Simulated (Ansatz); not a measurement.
The input, for Ansatz 0.2.0:

```yaml
crystal:
  periodic: [false, false, false]
  atoms:
    - {symbol: Cl, position_ang: [0.000000, -0.175004, 1.999233]}
    - {symbol: C, position_ang: [0.000000, 0.759281, 0.538339]}
    - {symbol: Ge, position_ang: [0.000000, -0.065528, -1.074810]}
    - {symbol: H, position_ang: [0.000000, 1.830346, 0.723794]}
basis:
  gaussian: {orbitals: cc-pVTZ}
magnetization: {spin_polarized: false}
correlation: {method: ccsd_t, electrons: outside_noble_gas}
output: {forces: true}
```

```sh
$ ansatz run in.yaml --threads 1 --pin off --events-out ev --progress --plain --max-ram 4096MiB --backend cpu
```

(1) Roughly how long does this take on 1 thread of AMD EPYC 7R13, shared host, and how much host memory?

```
740 factors; integrals over basis functions are off by at most 1.2e-3 eV
mean field evaluation 1: about -70021.3129 eV, gradient 2.3e1 eV
mean field evaluation 2: about -70021.4042 eV, gradient 2.3e1 eV
mean field evaluation 4: about -70023.2480 eV, gradient 3.2e0 eV
mean field evaluation 8: about -70023.3091 eV, gradient 3.2e-1 eV
mean field evaluation 16: about -70023.3103 eV, gradient 2.2e-6 eV
mean field evaluation 32: about -70018.4464 eV, gradient 1.4e-1 eV
mean field -70023.31025300 eV, -2573.3091882932 hartree, gradient 2.2e-6 eV, S^2 0.000000; 0 other end points of the search recorded, 0 dependent functions left out; unrestricted orbitals would lower it
20 core orbitals not correlated: weight in the atoms' cores, before any rotation towards them, 0.999 or more for the frozen orbitals, at most 0.001 for the correlated occupied ones
reference -70023.31025300 eV, -2573.3091882932 hartree; 8, 8 occupied and 93, 93 virtual orbitals, 740 factors
second order -11.95228659 eV of doubles, -0.00000000 eV of singles
cycle   1  -12.29602878 eV  change   -3.4e-1 eV  update   9.4e-2
cycle   2  -12.67533143 eV  change   -3.8e-1 eV  update   3.4e-2
cycle   3  -12.76647216 eV  change   -9.1e-2 eV  update   1.6e-2
cycle   4  -12.76152022 eV  change    5.0e-3 eV  update   4.6e-3
cycle   5  -12.76227173 eV  change   -7.5e-4 eV  update   1.9e-3
cycle   6  -12.76256701 eV  change   -3.0e-4 eV  update   6.2e-4
cycle   7  -12.76253287 eV  change    3.4e-5 eV  update   3.1e-4
cycle   8  -12.76257529 eV  change   -4.2e-5 eV  update   1.2e-4
cycle   9  -12.76259053 eV  change   -1.5e-5 eV  update   5.2e-5
cycle  10  -12.76256214 eV  change    2.8e-5 eV  update   2.2e-5
cycle  11  -12.76256441 eV  change   -2.3e-6 eV  update   1.1e-5
cycle  12  -12.76256742 eV  change   -3.0e-6 eV  update   5.8e-6
cycle  13  -12.76257048 eV  change   -3.1e-6 eV  update   2.5e-6
cycle  14  -12.76257080 eV  change   -3.1e-7 eV  update   8.6e-7
perturbative correction -0.65514602 eV, -0.0240761723 hartree
the calculation of the forces begins
Total energy: -70036.72796982 eV, -2573.8022802915 hartree
Atom 0 at     0.000000    -0.175004     1.999233 Å, force     0.000000    -0.319243     0.497203 eV/Å
Atom 1 at     0.000000     0.759281     0.538339 Å, force     0.000000     0.687660     0.222695 eV/Å
Atom 2 at     0.000000    -0.065528    -1.074810 Å, force    -0.000000    -0.346315    -0.698236 eV/Å
Atom 3 at     0.000000     1.830346     0.723794 Å, force    -0.000000    -0.022103    -0.021662 eV/Å
Dipole moment:     0.000000     0.121555    -0.290094 e Å
```

Forces (eV/Å):
```
Cl   0.000 -0.319  0.497
C    0.000  0.688  0.223
Ge   0.000 -0.346 -0.698
H    0.000 -0.022 -0.022
```

## Answers

(1) 29 s wall and 0.63 GiB.
